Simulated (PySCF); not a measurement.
**How the method changes the constants of SiP⁻**

State: ¹Σ⁺ (singlet), closed shell. Set-up: basis Si aug-pcseg-1, P aug-pcseg-1; no relativity; PySCF 2.14. De refers to Si⁻ + P in their high-spin ground configurations, without counterpoise correction. A positive dipole points towards P; it is taken about the centre of mass and depends on that origin.

```json
{"Level": "RHF", "Re (Å)": "1.987", "ωe (cm⁻¹)": "756", "De (eV)": "n/a", "μ (D)": "-0.76"}
{"Level": "RHF-MP2", "Re (Å)": "2.047", "ωe (cm⁻¹)": "636", "De (eV)": "4.72", "μ (D)": "n/a"}
{"Level": "RHF-SCS-MP2", "Re (Å)": "2.044", "ωe (cm⁻¹)": "644", "De (eV)": "n/a", "μ (D)": "n/a"}
{"Level": "RHF-CCSD", "Re (Å)": "2.028", "ωe (cm⁻¹)": "681", "De (eV)": "4.22", "μ (D)": "n/a"}
{"Level": "RHF-CCSD(T)", "Re (Å)": "2.044", "ωe (cm⁻¹)": "651", "De (eV)": "4.54", "μ (D)": "n/a"}
{"Level": "PBE", "Re (Å)": "2.037", "ωe (cm⁻¹)": "656", "De (eV)": "5.33", "μ (D)": "-0.25"}
{"Level": "TPSS", "Re (Å)": "2.029", "ωe (cm⁻¹)": "668", "De (eV)": "5.20", "μ (D)": "-0.23"}
{"Level": "r²SCAN", "Re (Å)": "2.020", "ωe (cm⁻¹)": "685", "De (eV)": "5.08", "μ (D)": "-0.25"}
{"Level": "r²SCANh", "Re (Å)": "2.013", "ωe (cm⁻¹)": "696", "De (eV)": "4.98", "μ (D)": "-0.30"}
{"Level": "PBE0", "Re (Å)": "2.012", "ωe (cm⁻¹)": "698", "De (eV)": "5.03", "μ (D)": "-0.37"}
{"Level": "r²SCAN0", "Re (Å)": "2.004", "ωe (cm⁻¹)": "712", "De (eV)": "4.83", "μ (D)": "-0.38"}
```

Q: Which functional lies closest to RHF-CCSD(T) in De, which farthest, and by how much do they differ from it?

A: Closest is r²SCAN0 (-4.0 pm in Re, +9.4 % in ωe, +0.29 eV in De against RHF-CCSD(T) in the same basis), farthest PBE (-0.7 pm in Re, +0.8 % in ωe, +0.79 eV in De). CCSD(T) converges more slowly with the basis than the functionals do and binds too weakly in this one, so the order can change at the basis-set limit.

Q: What does the step from GGA to meta-GGA do here, going from PBE to r²SCAN?

A: r²SCAN less PBE: -1.7 pm in Re, +4.4 % in ωe, -0.25 eV in De. 

Q: What does second-order correlation do here, going from RHF to RHF-MP2?

A: RHF-MP2 less RHF: +6.0 pm in Re, -15.9 % in ωe. Correlation nearly always deepens the well. The bond lengthens, as in strong covalent bonds, where excitations into antibonding orbitals dominate.

Correlated steps freeze 10 core orbitals. Correlated levels converge slowly with the basis: in double zeta they bind strong bonds too weakly, by up to about 1 eV, and carry superposition errors of some tenths. For an ion De counts to the pair picked by the measured ionisation energies or electron affinities, which need not be the lowest pair at this level. Where the molecule has an RHF reference, its open-shell atoms are computed with UHF. The CCSD T1 diagnostic is raised, a sign that a single reference may not be enough here.
